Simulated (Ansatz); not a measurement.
# H2S (triplet): from Hartree-Fock to the top rungs at distance H1–H2 along a hydrogen transfer = 0.693 Å, cc-pVTZ

How much of the correlation energy of H2S (triplet) does each wave-function method recover here?

Computed with Ansatz 0.2.0, Gaussian basis. Level: cc-pVTZ, core rule «outside noble gas», up to 5 orbitals frozen.

The runs, in order: UHF; CCSD(T) on ROHF; CCSD(T) on UHF; BCCD(T) on ROHF; CISD; CCSDT(Q) on ROHF; CCSDT(Q) on UHF; CASSCF and NEVPT2, 4 electrons in 4 orbitals; CASSCF and MRCISD+Q, 8 electrons in 6 orbitals; CASSCF and NEVPT2, 8 electrons in 6 orbitals.

8 further runs of the same task are left out: 1 for a mislabelled method, 6 that didn't finish, 1 set aside as unsound or not needed.

### Step 1. What is computed

The geometry derives from fragments relaxed apart (PBE0/def2-TZVP) and kept rigid, so it is no stationary point. A hydrogen atom is moved between rigid fragments.

3 atoms, charge 0, spin multiplicity 3.

Atoms are counted from 1 here; the program's logs count them from 0.

Bond lengths: H1–H2 0.693 Å.

### Step 2. UHF

in.yaml reads:

```yaml
crystal:
  periodic: [false, false, false]
  atoms:
    - {symbol: H, position_ang: [0.000000, 0.000000, -1.147000]}
    - {symbol: H, position_ang: [0.000000, 0.000000, -0.454000]}
    - {symbol: S, position_ang: [0.000000, 0.000000, 1.601000]}
basis:
  gaussian: {orbitals: cc-pVTZ}
magnetization: {spin_polarized: true, initial_magnetization: 2}
hamiltonian: {xc: hf}
output: {orbitals: {seedname: orbitals}}
```

Run with:

```console
> ansatz run in.yaml --threads 1 --pin off --events-out ev --progress --plain --max-ram 2393MiB
```

Further steps of the session: CCSD(T) on ROHF; CCSD(T) on UHF; BCCD(T) on ROHF; CISD; CCSDT(Q) on ROHF; CCSDT(Q) on UHF; CASSCF and NEVPT2, 4 electrons in 4 orbitals; CASSCF and MRCISD+Q, 8 electrons in 6 orbitals; CASSCF and NEVPT2, 8 electrons in 6 orbitals.

**Question.** What will the summary of the whole plan be? Wanted: UCCSDT(Q) below the RHF energy; RMP2 from UCCSDT(Q); UMP2 from UCCSDT(Q); RCCSD from UCCSDT(Q); RCCSD(T) from UCCSDT(Q); UCCSD(T) from UCCSDT(Q); RCCSDT(Q) from UCCSDT(Q); NEVPT2 valence from UCCSDT(Q); MRCISD+Q valence from UCCSDT(Q).

As calculated:

| quantity | value |
| --- | --- |
| UCCSDT(Q) below the RHF energy | -5.3190 eV |
| RMP2 from UCCSDT(Q) | +90.9 kJ/mol |
| UMP2 from UCCSDT(Q) | +94.4 kJ/mol |
| RCCSD from UCCSDT(Q) | +16.9 kJ/mol |
| RCCSD(T) from UCCSDT(Q) | +2.6 kJ/mol |
| UCCSD(T) from UCCSDT(Q) | +2.5 kJ/mol |
| RCCSDT(Q) from UCCSDT(Q) | +0.1 kJ/mol |
| NEVPT2 valence from UCCSDT(Q) | +117.0 kJ/mol |
| MRCISD+Q valence from UCCSDT(Q) | +4.0 kJ/mol |
| levels within 1 kcal/mol (43 meV) | RCCSD(T), UCCSD(T), BCCD(T), RCCSDT, UCCSDT, RCCSDT(Q), MRCISD+Q valence |
| T1 diagnostic | 0.015 |
| effectively unpaired electrons | 2.00 |

What this shows: RCCSD(T) lands +2.6 kJ/mol from the yardstick (0.5 % of the correlation energy). One determinant dominates. Of the multireference levels listed MRCISD+Q valence comes nearest in total energy (+4.0 kJ/mol), which doesn't show that its space is the better one. These misses are within one basis, not against nature; the frozen cores of restricted and unrestricted runs differ, which can shift their rows.
